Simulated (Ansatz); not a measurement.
Born–Oppenheimer molecular dynamics of C2H5Al (8 atoms, charge 0, multiplicity 1). It starts from a relaxed structure.

These are results of RKS B3LYP/def2-SVP (Ansatz), not measurements.

```
ensemble        : NVT, Langevin thermostat
time step       : 2 fs
steps asked     : 40
set temperature : 1000 K
friction        : 0.001 /fs
seed            : 49688
```

First frame:

```xyz
8
Properties=species:S:1:pos:R:3
C -0.723 0.217 -0.475
C 0.764 0.483 0.021
Al -0.020 -1.139 0.693
H -0.831 0.064 -1.559
H -1.467 0.949 -0.127
H 0.893 1.380 0.645
H 1.528 0.468 -0.769
H -0.053 -2.480 1.515
```

Q: What does the run give?

A: All steps were run.

```json
{"steps done": "40", "time covered": "80 fs", "mean temperature over the second half": "446 K", "spread of the potential energy over the second half": "13.5 meV per atom", "mean potential energy of the second half above the start": "60.8 meV per atom"}
```

The mean temperature of the second half is 55 % below the set value. A step of 2 fs is long for free X–H stretches (periods near 10 fs) and can bias their spread and the temperature. A run of 0.08 ps of so small a system gives no equilibrium averages.

Q: What happens to the structure?

A: The same pairs are bonded in the first frame and the last. Pairs count as bonded within 1.25 times the sum of covalent radii (0.12 Å more for H–H). Another seed would give other details.

Q: How do temperature and energy run in time?

A: 
| time (fs) | T (K) | potential energy less start (eV) |
| --- | --- | --- |
| 0.0 | 875 | 0.000 |
| 4.0 | 546 | 0.356 |
| 8.0 | 303 | 0.702 |
| 12.0 | 403 | 0.597 |
| 16.0 | 516 | 0.416 |
| 20.0 | 465 | 0.479 |
| 24.0 | 389 | 0.621 |
| 28.0 | 286 | 0.720 |
| 32.0 | 492 | 0.424 |
| 36.0 | 603 | 0.276 |
| 40.0 | 600 | 0.341 |
| 44.0 | 437 | 0.557 |
| 48.0 | 426 | 0.542 |
| 52.0 | 550 | 0.350 |
| 56.0 | 566 | 0.337 |
| 60.0 | 367 | 0.565 |
| 64.0 | 259 | 0.659 |
| 68.0 | 415 | 0.470 |
| 72.0 | 490 | 0.423 |
| 76.0 | 327 | 0.660 |
| 80.0 | 403 | 0.582 |

Run time: 43 s on 1 thread of AMD EPYC 9R45 96-Core Processor (Zen 5), on a shared host, peak memory 0.14 GiB.
